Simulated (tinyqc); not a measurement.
CIS on RHF in the sto-6g basis, frozen core, for H2O, spin multiplicity 1, step by step. One step of it, computed by the program tinyqc.

Question. CIS singlet states. Diagonalise A (1 hartree = 27.211386 eV); each vector has its largest component positive (the first on a tie). The transition dipole is mu = sqrt2 sum c_ia <i|r|a>.

CIS matrix A, singlet (hartree):
```
          2>6        2>7        3>6       3>7       4>6        4>7       5>6       5>7
2>6  1.527430   0.000000   0.000000  0.059123  0.059100   0.000000  0.000000  0.000000
2>7  0.000000   1.535059  -0.021315  0.000000  0.000000  -0.021264  0.000000  0.000000
3>6  0.000000  -0.021315   0.794801  0.000000  0.000000   0.036414  0.000000  0.000000
3>7  0.059123   0.000000   0.000000  1.040448  0.118264   0.000000  0.000000  0.000000
4>6  0.059100   0.000000   0.000000  0.118264  0.715847   0.000000  0.000000  0.000000
4>7  0.000000  -0.021264   0.036414  0.000000  0.000000   0.766498  0.000000  0.000000
5>6  0.000000   0.000000   0.000000  0.000000  0.000000   0.000000  0.523204  0.000000
5>7  0.000000   0.000000   0.000000  0.000000  0.000000   0.000000  0.000000  0.568684
```

dipole integrals <i|r|a> (bohr):
```
            x          y          z
2>6  0.000000   0.000000  -0.163796
2>7  0.000000  -0.140012   0.000000
3>6  0.000000  -0.704901   0.000000
3>7  0.000000   0.000000  -0.690733
4>6  0.000000   0.000000  -0.562616
4>7  0.000000  -0.646682   0.000000
5>6  0.064225   0.000000   0.000000
5>7  0.000000   0.000000   0.000000
```

Give: singlet excitation energies; lowest vectors; oscillator strengths 2/3 w |mu|^2.

Answer.

singlet excitation energies (eV): 14.2371  15.4747  18.3845  20.1784  22.2724  29.0346  41.8054  41.9357

lowest vectors:
```
     state 1  state 2  state 3  state 4  state 5  state 6
2>6   0.0000   0.0000  -0.0452   0.0000   0.0000  -0.1585
2>7   0.0000   0.0000   0.0000   0.0070   0.0412   0.0000
3>6   0.0000   0.0000   0.0000  -0.5625   0.8263   0.0000
3>7   0.0000   0.0000  -0.3014   0.0000   0.0000   0.9435
4>6   0.0000   0.0000   0.9524   0.0000   0.0000   0.2911
4>7   0.0000   0.0000   0.0000   0.8268   0.5618   0.0000
5>6   1.0000   0.0000   0.0000   0.0000   0.0000   0.0000
5>7   0.0000   1.0000   0.0000   0.0000   0.0000   0.0000
```

oscillator strengths 2/3 w |mu|^2: 0.0029  0.0000  0.0924  0.0191  0.9880  0.8867
